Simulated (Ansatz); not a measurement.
Species: lithium fluoride, LiF (charge 0, singlet). 
Structure (B3LYP-D3(BJ)/def2-TZVP (Ansatz, an electronic-structure program) minimum search):
SMILES: [Li][F]
```xyz
2

Li     0.0000     0.0000    -1.1712
F      0.0000     0.0000     0.3904
```
Charge 0, spin multiplicity 1.

Property: vertical electron affinity (to the doublet state of charge -1; a negative value means that the extra electron is unbound and the number depends on the basis; each state is the SCF solution reached for its spin), in eV. Correlated levels leave the core frozen unless marked. Open shells are spin-unrestricted. Spin-orbit coupling is left out. No relativistic terms. Anions need diffuse functions: def2-D sets add few. CBS(X,Y): correlation extrapolated as X^-3; Hartree-Fock from the larger set.

| level | program | vertical electron affinity (eV) |
|---|---|---|
| PBE/def2-TZVPD | Ansatz | 0.30 |
| r2SCAN/def2-TZVPD | Ansatz | 0.23 |
| BHLYP/def2-TZVPD | Ansatz | 0.20 |
| wB97X-V/def2-TZVPD | Ansatz | 0.19 |
| CCSD/def2-QZVPPD | Ansatz | 0.25 |
| CCSD/CBS(def2-TZVPPD,def2-QZVPPD) | Ansatz | 0.25 |
